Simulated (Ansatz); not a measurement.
`N/C(F)=C\O`, relaxed with RKS PBE-D4/def2-SVP in the Gaussian-basis code of Ansatz from a rough embedded geometry. The force threshold is 0.03 eV/Å; the program also tests the step.

The species carries charge 0 and has multiplicity 1.

Start:

```xyz
9

N    -1.096    0.150    0.615
C    -0.358    0.129   -0.486
F    -1.030    0.238   -1.617
C     0.899   -0.016   -0.597
O     1.786   -0.110    0.531
H    -0.815   -0.622    1.302
H    -2.100    0.059    0.441
H     1.471   -0.068   -1.499
H     1.242    0.241    1.309
```

| step | energy (eV) | largest force (eV/Å) | largest move (Å) |
| --- | --- | --- | --- |
| 1 | -8376.1221 | 6.467 | 0.000 |
| 2 | -8376.6190 | 2.515 | 0.118 |
| 3 | -8376.7285 | 0.433 | 0.076 |
| 4 | -8376.7865 | 0.332 | 0.200 |
| 5 | -8376.8280 | 0.797 | 0.192 |
| 6 | -8376.9123 | 0.421 | 0.200 |
| 7 | -8376.9459 | 0.647 | 0.200 |
| 8 | -8376.9692 | 0.208 | 0.044 |
| 9 | -8376.9698 | 0.212 | 0.025 |
| 10 | -8376.9705 | 0.103 | 0.014 |
| 11 | -8376.9707 | 0.062 | 0.007 |
| 12 | -8376.9708 | 0.016 | 0.003 |

End:

```xyz
9

N    -0.975   -0.069    0.735
C    -0.327   -0.063   -0.509
F    -1.086   -0.206   -1.637
C     1.016    0.082   -0.585
O     1.793    0.225    0.517
H    -1.474   -0.951    0.920
H    -1.656    0.697    0.835
H     1.560    0.092   -1.540
H     1.150    0.193    1.265
```

Run time 22 s (2 threads of an Arm Neoverse V1 on a shared host); peak host memory 0.14 GiB.
